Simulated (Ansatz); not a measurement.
Consider the formal loss of a carbene: `C#CCOCF` → `C#CCO` + `[CH]F`.

Program: Ansatz. Geometries: PBE0-D4/def2-TZVP. ΔE: electronic, gas phase. CBS: MP2 limit from def2 TZ/QZ plus the TZ coupled-cluster correction, frozen cores. This one scheme is used for every species. Functionals use def2-TZVPP. Each species was taken in one conformer, which may not be the lowest.

```json
{"level": "PBE0-D4", "ΔE (eV)": "4.05"}
{"level": "ωB97M-V", "ΔE (eV)": "3.80"}
{"level": "CCSD(T)/def2-TZVPP", "ΔE (eV)": "3.76"}
{"level": "HF/def2-QZVPP", "ΔE (eV)": "3.39"}
{"level": "MP2/def2-QZVPP", "ΔE (eV)": "4.04"}
{"level": "SCS-MP2/def2-QZVPP", "ΔE (eV)": "3.87"}
{"level": "HF/CBS(def2)", "ΔE (eV)": "3.39"}
{"level": "CCSD/CBS(def2)", "ΔE (eV)": "3.76"}
```

**Question.** What does CCSD(T)/CBS give? (Estimate.)

**Answer.** Ansatz gave: +3.79 eV. The listed levels differ from it by 0.26, 0.01, -0.03, -0.40, 0.25, 0.08, -0.40, -0.03 eV.

Largest T1 diagnostic among the species: 0.018.

In def2-TZVPP, CCSD(T) changes the Hartree–Fock value by +0.37 eV (the triples alone add +0.04 eV) and MP2 by +0.63 eV. From PBE to PBE0 (25 % exact exchange), in def2-TZVPP and without D4, ΔE moves by +0.09 eV.
